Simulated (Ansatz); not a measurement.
**Si₂H₄S: one structure at several levels**

One table from this session's results is given with a row withheld; the runs are named, their logs left out.

The runs use Ansatz 0.2.0, Gaussian basis; single points in def2-TZVPP.

Cores are frozen in the correlated methods.

### The system as given

SMILES `[SiH2]1[SiH2]S1`, 7 atoms, charge 0, spin multiplicity 1.

Atoms are counted from 1 here; the program's logs count them from 0.

Bond lengths: Si1–Si2 2.345 Å, Si1–S3 2.267 Å, Si1–H4 1.462 Å, Si1–H5 1.410 Å, Si2–S3 2.247 Å, Si2–H6 1.440 Å, Si2–H7 1.435 Å. Angles: Si2–Si1–S3 58.3°, Si2–Si1–H4 119.4°, Si2–Si1–H5 125.4°, S3–Si1–H4 107.5°, S3–Si1–H5 113.8°, H4–Si1–H5 114.3°, Si1–Si2–S3 59.1°, Si1–Si2–H6 119.6°, Si1–Si2–H7 119.1°, S3–Si2–H6 110.6°, S3–Si2–H7 113.6°, H6–Si2–H7 118.5°, Si1–S3–Si2 62.6°.

Coordinates:

```
Si   -0.9316   -0.0916   -0.7329
Si    0.8359    0.5093    0.6856
S     0.4648   -1.6420    0.1537
H    -2.2603   -0.3212   -0.1667
H    -0.9029   -0.0409   -2.1421
H     0.5792    0.7372    2.0838
H     2.0378    1.0442    0.1135
```

The first run:

run/in.yaml

```yaml
crystal:
  periodic: [false, false, false]
  atoms:
    - {symbol: Si, position_ang: [-0.931600, -0.091600, -0.732900]}
    - {symbol: Si, position_ang: [0.835900, 0.509300, 0.685600]}
    - {symbol: S, position_ang: [0.464800, -1.642000, 0.153700]}
    - {symbol: H, position_ang: [-2.260300, -0.321200, -0.166700]}
    - {symbol: H, position_ang: [-0.902900, -0.040900, -2.142100]}
    - {symbol: H, position_ang: [0.579200, 0.737200, 2.083800]}
    - {symbol: H, position_ang: [2.037800, 1.044200, 0.113500]}
basis:
  gaussian: {orbitals: def2-TZVPP}
correlation: {method: ccsd_t}
output: {forces: true}
```

The command line of these runs was not kept.

Steps of the session up to this table: CCSD(T)/def2-TZVPP; PBE0-D4/def2-TZVPP; wB97M-V/def2-TZVPP; r2SCAN-D4/def2-TZVPP; PBE-D4/def2-TZVPP; CAM-B3LYP-D4/def2-TZVPP; SPW92/def2-TZVPP.

One table of the session follows, with a row left open; its other results are not shown here.

| method | RMS force component (eV/Å) | angle to CCSD(T) forces (°) | dipole (D) |
| --- | --- | --- | --- |
| CCSD(T) | 1.029 | reference | 2.20 |
| PBE0-D4 | 1.129 | 2.2 | 2.22 |
| wB97M-V | 1.080 | 4.1 | 2.34 |
| r2SCAN-D4 | ? | ? | ? |
| PBE-D4 | 1.073 | 6.5 | 2.00 |
| CAM-B3LYP-D4 | 1.094 | 3.6 | 2.40 |
| SPW92 | 1.178 | 4.9 | 2.04 |

Estimate the missing values for r2SCAN-D4.

The run gave: RMS force component (eV/Å): 1.093; angle to CCSD(T) forces (°): 1.7; dipole (D): 2.15. In the column «RMS force component (eV/Å)» it lies between wB97M-V (1.080) and CAM-B3LYP-D4 (1.094).
